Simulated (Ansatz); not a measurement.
**C₃H₄N₂O: one species, many methods**

An exercise on one series of results from a longer session: the logs are not shown, and one member is left open.

Computed with Ansatz 0.2.0, Gaussian basis. Level: functionals in def2-TZVPP, the program's frozen cores in correlated methods.

Plan: LDA (SPW92), PBE-D4, revPBE-D4, BLYP-D4, r2SCAN-D4, B97M-V, PBE0-D4, B3LYP-D4, r2SCANh-D4, r2SCAN0-D4, HSE06-D4, BHLYP-D4, CAM-B3LYP-D4, LC-ωPBE, ωB97X-V, ωB97M-V, B2PLYP, PBE-QIDH; CCSD(T)/def2-SVP; CCSD(T)/def2-TZVPP; MP2/def2-QZVPP; extrapolation to the limit; RPA on PBE.

## Structure used throughout

An earlier PBE0-D4 in a triple-zeta def2 set relaxation fixed the geometry.

SMILES `NC1=NC=C1O`, 10 atoms, charge 0, spin multiplicity 1.

Atoms are counted from 1 here; the program's logs count them from 0.

Bond lengths: N1–C2 1.334 Å, N1–H7 1.006 Å, N1–H8 1.002 Å, C2–N3 1.288 Å, C2–C5 1.523 Å, N3–C4 1.540 Å, C4–C5 1.328 Å, C4–H9 1.079 Å, C5–O6 1.342 Å, O6–H10 0.963 Å. Angles: C2–N1–H7 119.4°, C2–N1–H8 120.2°, H7–N1–H8 119.0°, N1–C2–N3 132.1°, N1–C2–C5 132.4°, N3–C2–C5 95.5°, C2–N3–C4 86.1°, N3–C4–C5 93.1°, N3–C4–H9 127.1°, C5–C4–H9 139.8°, C2–C5–C4 85.4°, C2–C5–O6 131.8°, C4–C5–O6 142.8°, C5–O6–H10 109.3°.

Set-up of the first run:

The input, in.yaml:

```yaml
crystal:
  periodic: [false, false, false]
  atoms:
    - {symbol: N, position_ang: [-0.037667, -1.756640, -0.653584]}
    - {symbol: C, position_ang: [0.088720, -0.704952, 0.157556]}
    - {symbol: N, position_ang: [0.399565, -0.608536, 1.404117]}
    - {symbol: C, position_ang: [0.279057, 0.913798, 1.206964]}
    - {symbol: C, position_ang: [-0.042832, 0.794731, -0.076091]}
    - {symbol: O, position_ang: [-0.351727, 1.506344, -1.171455]}
    - {symbol: H, position_ang: [0.038492, -2.685221, -0.274167]}
    - {symbol: H, position_ang: [-0.403653, -1.637668, -1.579215]}
    - {symbol: H, position_ang: [0.435426, 1.681331, 1.949152]}
    - {symbol: H, position_ang: [-0.322280, 2.445813, -0.960377]}
basis:
  gaussian: {orbitals: def2-TZVPP}
hamiltonian: {xc: lda}
output: {orbitals: {seedname: orbitals}}
```

Started as:

```sh
$ ansatz run in.yaml --threads 4 --pin off --events-out ev --progress --plain --max-ram 10444MiB
```

Steps of the session up to this table: LDA; PBE-D4 (GGA); revPBE-D4 (GGA); BLYP-D4 (GGA); r2SCAN-D4 (meta-GGA); B97M-V (meta-GGA); PBE0-D4 (hybrid); B3LYP-D4 (hybrid); r2SCANh-D4 (hybrid); r2SCAN0-D4 (hybrid); HSE06-D4 (hybrid); BHLYP-D4 (hybrid); CAM-B3LYP-D4 (range-separated); LC-ωPBE (range-separated); ωB97X-V (range-separated); ωB97M-V (range-separated); B2PLYP (double hybrid); PBE-QIDH (double hybrid).

One of the session's tables, all rows but one given; the rest of the session is left out.

It belongs to the step «Orbital energies across the functionals». 

| functional | HOMO (eV) | gap (eV) |
| --- | --- | --- |
| LDA (SPW92) | -4.09 | 2.15 |
| PBE-D4 | -3.88 | 2.20 |
| revPBE-D4 | -3.80 | 2.22 |
| BLYP-D4 | -3.76 | 2.20 |
| r2SCAN-D4 | -4.00 | 2.45 |
| B97M-V | ? | ? |
| PBE0-D4 | -5.02 | 4.30 |
| B3LYP-D4 | -4.84 | 3.87 |
| r2SCANh-D4 | -4.45 | 3.25 |
| r2SCAN0-D4 | -5.12 | 4.46 |
| HSE06-D4 | -4.62 | 3.51 |
| BHLYP-D4 | -6.06 | 6.42 |
| CAM-B3LYP-D4 | -6.40 | 6.82 |
| LC-ωPBE | -7.76 | 9.37 |
| ωB97X-V | -7.36 | 8.91 |
| ωB97M-V | -7.28 | 8.75 |

Estimate the missing values for B97M-V.

The run gave: HOMO (eV): -4.01; gap (eV): 2.59. In the column «HOMO (eV)» it lies between LDA (SPW92) (-4.09) and r2SCAN-D4 (-4.00).
